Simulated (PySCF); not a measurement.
PySCF input (HF/pcseg-1):

```python
import numpy as np, basis_set_exchange as bse
from pyscf import gto, scf, dft, df
from pyscf.prop.polarizability import rhf as pol

basis = {'F': gto.basis.parse(bse.get_basis('pcseg-1', elements=['F'], fmt='nwchem')), 'H': gto.basis.parse(bse.get_basis('pcseg-1', elements=['H'], fmt='nwchem'))}
mol = gto.M(
    atom='''
    F    -0.00000000   -0.00000000   -0.09245367
    H     0.00000000    0.00000000    0.83208299
    ''',
    basis=basis,
    charge=0,
    verbose=4,
    max_memory=2160,
)
mf = scf.RHF(mol)
mf = mf.density_fit(auxbasis=df.autoaux(mol))
mf.conv_tol = 1e-9
mf.max_cycle = 100
print('smallest overlap eigenvalue', np.linalg.eigvalsh(mol.intor('int1e_ovlp'))[0])
mf.kernel()
dip = mf.dip_moment()
p = pol.Polarizability(mf)
p.max_cycle_cphf = 60
alpha = p.polarizability()
print('polarisability/bohr^3', alpha.trace() / 3)
```

Output:

```
PySCF version 2.14.0

[INPUT] verbose = 4
[INPUT] num. atoms = 2
[INPUT] num. electrons = 10
[INPUT] charge = 0
[INPUT] spin (= nelec alpha-beta = 2S) = 0
[INPUT] symmetry False subgroup None
[INPUT] Mole.unit = angstrom
[INPUT] Symbol           X                Y                Z      unit          X                Y                Z       unit  Magmom
[INPUT]  1 F      0.000000000000   0.000000000000  -0.092453670000 AA    0.000000000000   0.000000000000  -0.174712115511 Bohr   0.0
[INPUT]  2 H      0.000000000000   0.000000000000   0.832082990000 AA    0.000000000000   0.000000000000   1.572408964009 Bohr   0.0

nuclear repulsion = 5.15133158514234
number of shells = 9
number of NR pGTOs = 32
number of NR cGTOs = 19
basis = {'F': [[0, [2931.55, 0.00579504], [441.125, 0.0433238], [100.232, 0.193739], [27.8655, 0.5], [8.4447, 0.48642]], [0, [13.6123, -0.0719785], [1.26122, 0.5]], [0, [0.3708, 1.0]], [1, [21.9305, 0.0488771], [4.78552, 0.24783], [1.28378, 0.5]], [1, [0.311558, 1.0]], [2, [1.1, 1.0]]], 'H': [[0, [12.2518, 0.0233371], [1.86871, 0.15915], [0.418208, 0.5]], [0, [0.1061, 1.0]], [1, [1.0, 1.0]]]}
ecp = {}
ETB for F: l = 0, exps = 0.623116 * 1.8^n , n = 0..13
ETB for F: l = 1, exps = 0.623116 * 1.8^n , n = 0..10
ETB for F: l = 2, exps = 0.623116 * 1.8^n , n = 0..9
ETB for F: l = 3, exps = 1.411558 * 2.2^n , n = 0..2
ETB for H: l = 0, exps = 0.2122 * 1.8^n , n = 0..9
ETB for H: l = 1, exps = 1.1061 * 2^n , n = 0..1
ETB for H: l = 2, exps = 2.0 * 2.2^n , n = 0..0
smallest overlap eigenvalue 0.05079805670422109

******** <class 'pyscf.df.df_jk.DFRHF'> ********
method = DFRHF
initial guess = minao
damping factor = 0
level_shift factor = 0
DIIS = <class 'pyscf.scf.diis.CDIIS'>
diis_start_cycle = 1
diis_space = 8
diis_damp = 0
SCF conv_tol = 1e-09
SCF conv_tol_grad = None
SCF max_cycles = 100
direct_scf = False
Set gradient conv threshold to 3.16228e-05
Initial guess from minao.
******** <class 'pyscf.df.df.DF'> ********
auxbasis = {'F': [[0, [np.float64(1297.512257523756), 1]], [0, [np.float64(720.8401430687534), 1]], [0, [np.float64(400.46674614930737), 1]], [0, [np.float64(222.4815256385041), 1]], [0, [np.float64(123.60084757694672), 1]], [0, [np.float64(68.66713754274818), 1]], [0, [np.float64(38.14840974597121), 1]], [0, [np.float64(21.193560969984002), 1]], [0, [np.float64(11.77420053888), 1]], [0, [np.float64(6.5412225216), 1]], [0, [np.float64(3.6340125120000004), 1]], [0, [np.float64(2.0188958400000003), 1]], [0, [np.float64(1.1216088), 1]], [0, [np.float64(0.623116), 1]], [1, [np.float64(222.4815256385041), 1]], [1, [np.float64(123.60084757694672), 1]], [1, [np.float64(68.66713754274818), 1]], [1, [np.float64(38.14840974597121), 1]], [1, [np.float64(21.193560969984002), 1]], [1, [np.float64(11.77420053888), 1]], [1, [np.float64(6.5412225216), 1]], [1, [np.float64(3.6340125120000004), 1]], [1, [np.float64(2.0188958400000003), 1]], [1, [np.float64(1.1216088), 1]], [1, [np.float64(0.623116), 1]], [2, [np.float64(123.60084757694672), 1]], [2, [np.float64(68.66713754274818), 1]], [2, [np.float64(38.14840974597121), 1]], [2, [np.float64(21.193560969984002), 1]], [2, [np.float64(11.77420053888), 1]], [2, [np.float64(6.5412225216), 1]], [2, [np.float64(3.6340125120000004), 1]], [2, [np.float64(2.0188958400000003), 1]], [2, [np.float64(1.1216088), 1]], [2, [np.float64(0.623116), 1]], [3, [np.float64(6.831940720000001), 1]], [3, [np.float64(3.1054276000000005), 1]], [3, [np.float64(1.411558), 1]]], 'H': [[0, [np.float64(42.09184141608961), 1]], [0, [np.float64(23.384356342272007), 1]], [0, [np.float64(12.991309079040002), 1]], [0, [np.float64(7.2173939328), 1]], [0, [np.float64(4.009663296), 1]], [0, [np.float64(2.2275907200000002), 1]], [0, [np.float64(1.2375504000000002), 1]], [0, [np.float64(0.687528), 1]], [0, [np.float64(0.38196), 1]], [0, [np.float64(0.2122), 1]], [1, [np.float64(2.2122), 1]], [1, [np.float64(1.1061), 1]], [2, [np.float64(2.0), 1]]]}
init E= -99.7860285474148
  HOMO = -0.65400275792926  LUMO = 0.0972425918511162  gap/eV = 20.44243
cycle= 1 E= -99.9619121610807  delta_E= -0.176  |g|= 0.379  |ddm|= 0.924
  HOMO = -0.575664438607297  LUMO = 0.146403953596431  gap/eV = 19.64848
cycle= 2 E= -99.9826087629633  delta_E= -0.0207  |g|= 0.194  |ddm|= 0.31
  HOMO = -0.648205518937725  LUMO = 0.148881783277966  gap/eV = 21.68985
cycle= 3 E= -99.988062256994  delta_E= -0.00545  |g|= 0.0232  |ddm|= 0.101
  HOMO = -0.641806373101497  LUMO = 0.154297854219215  gap/eV = 21.66310
cycle= 4 E= -99.9881985114365  delta_E= -0.000136  |g|= 0.00618  |ddm|= 0.0158
  HOMO = -0.643468211029334  LUMO = 0.154782011351003  gap/eV = 21.72149
cycle= 5 E= -99.9882131732227  delta_E= -1.47e-05  |g|= 0.000994  |ddm|= 0.00628
  HOMO = -0.643739029408325  LUMO = 0.154809416320014  gap/eV = 21.72961
cycle= 6 E= -99.9882136655225  delta_E= -4.92e-07  |g|= 0.000136  |ddm|= 0.00129
  HOMO = -0.643779808826172  LUMO = 0.154818638047331  gap/eV = 21.73097
cycle= 7 E= -99.9882136753877  delta_E= -9.87e-09  |g|= 9.21e-06  |ddm|= 0.000228
  HOMO = -0.643780813850784  LUMO = 0.154819235911844  gap/eV = 21.73101
cycle= 8 E= -99.9882136754224  delta_E= -3.47e-11  |g|= 9.76e-07  |ddm|= 1.31e-05
  HOMO = -0.643781010211523  LUMO = 0.15481927387856  gap/eV = 21.73102
Extra cycle  E= -99.9882136754226  delta_E= -2.42e-13  |g|= 2.51e-07  |ddm|= 8.34e-07
converged SCF energy = -99.9882136754226
Dipole moment(X, Y, Z, Debye): -0.00000, -0.00000,  2.01790
Isotropic polarizability 2.60919888174
Polarizability anisotropy 2.28329486153
polarisability/bohr^3 2.6091988817440224
```
